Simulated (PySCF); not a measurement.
AlH(CH3)2, optimised at PBE/def2-SVP:

```xyz
10

C      1.7085     0.1035    -0.3338
Al     0.0211    -0.4026     0.5481
C     -1.7556     0.1693    -0.0825
H      2.2658    -0.8014    -0.6627
H      1.5764     0.7584    -1.2192
H      2.3838     0.6274     0.3781
H      0.0983    -1.3364     1.8576
H     -1.7294     0.8011    -0.9938
H     -2.3991    -0.7118    -0.2991
H     -2.2883     0.7402     0.7098
```

Method: PySCF energies plus ideal-gas RRHO corrections (1 bar). 6-31G* has spherical d functions here. All species are closed-shell singlets. B3LYP is the form with VWN-RPA correlation. AlH(CH3)2: computed as isolated molecules; such fragments, hydroxides, amides, oligomers or adducts are transient or little studied in the gas.

Task: List the harmonic frequencies (cm⁻¹, unscaled, methyl torsions left out) at this level and at the other levels, each on its own geometry.

Result: 
- PBE/def2-SVP: 172, 369, 492, 512, 546, 658, 691, 722, 763, 1163, 1164, 1369, 1373, 1378, 1378, 1841, 2956, 2957, 3038, 3039, 3068, 3068
- B3LYP/6-31G*: 176, 380, 521, 554, 568, 669, 743, 771, 803, 1278, 1281, 1485, 1488, 1492, 1493, 1895, 3024, 3024, 3082, 3082, 3113, 3114
- HF/6-31G*: 188, 411, 558, 578, 616, 694, 790, 818, 851, 1396, 1399, 1596, 1601, 1604, 1605, 1984, 3162, 3163, 3214, 3214, 3243, 3245
- PBE0/def2-TZVP: 177, 378, 510, 537, 567, 677, 710, 739, 782, 1216, 1218, 1435, 1439, 1443, 1444, 1888, 3030, 3031, 3100, 3100, 3128, 3128
